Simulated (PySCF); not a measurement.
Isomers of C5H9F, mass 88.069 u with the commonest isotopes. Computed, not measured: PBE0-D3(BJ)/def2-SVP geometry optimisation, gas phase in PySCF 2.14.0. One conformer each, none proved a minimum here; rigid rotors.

Question: Order these by radius of gyration √(Σ m r²/M), largest first.
A. `[CH3:1]/[CH:2]=[C:3](/[F:4])[CH2:5][CH3:6]` with C2–C3–C5–C6 119°
B. `[CH3:1][CH2:2][C:3]1([F:4])[CH2:5][CH2:6]1` with C1–C2–C3–F4 -60°
C. `[CH3:1][C:2]([CH3:3])=[CH:4][CH2:5][F:6]` with C2–C4–C5–F6 131°
D. `CC(C)=C(C)F`

Answer: C (1.962 Å), A (1.818 Å), D (1.741 Å), B (1.649 Å).

Question: Order these by rotational constant C, largest first.
A. `[CH3:1][C:2]([CH3:3])=[CH:4][CH2:5][F:6]` with C2–C4–C5–F6 131°
B. `CC(C)=C(C)F`
C. `[CH3:1][CH2:2][C:3]1([F:4])[CH2:5][CH2:6]1` with C1–C2–C3–F4 -60°
D. `[CH3:1]/[CH:2]=[C:3](/[F:4])[CH2:5][CH3:6]` with C2–C3–C5–C6 119°

Answer: C (2415 MHz), B (1927 MHz), D (1821 MHz), A (1543 MHz).

Question: Order these by rotational constant B, smallest first.
A. `[CH3:1][CH2:2][C:3]1([F:4])[CH2:5][CH2:6]1` with C1–C2–C3–F4 -60°
B. `CC(=C(F)C)C`
C. `[CH3:1]/[CH:2]=[C:3](/[F:4])[CH2:5][CH3:6]` with C2–C3–C5–C6 119°
D. `[CH3:1][C:2]([CH3:3])=[CH:4][CH2:5][F:6]` with C2–C4–C5–F6 131°

Answer: D (1813 MHz), C (2490 MHz), A (2792 MHz), B (3091 MHz).

```csv
SMILES,point group,Ia (u·Å²),Ib (u·Å²),Ic (u·Å²),κ,μa (D),μb (D),μc (D)
CC(C)=C(C)F,–,108.24,163.51,262.28,-0.15,0.59,1.38,0.00
C/C=C(/F)CC,C1,101.56,202.94,277.57,-0.58,0.45,1.52,0.21
CCC1(F)CC1,C1,88.86,181.02,209.22,-0.77,0.05,1.53,0.18
CC(C)=CCF,C1,71.76,278.82,327.43,-0.90,2.02,0.75,0.87
```
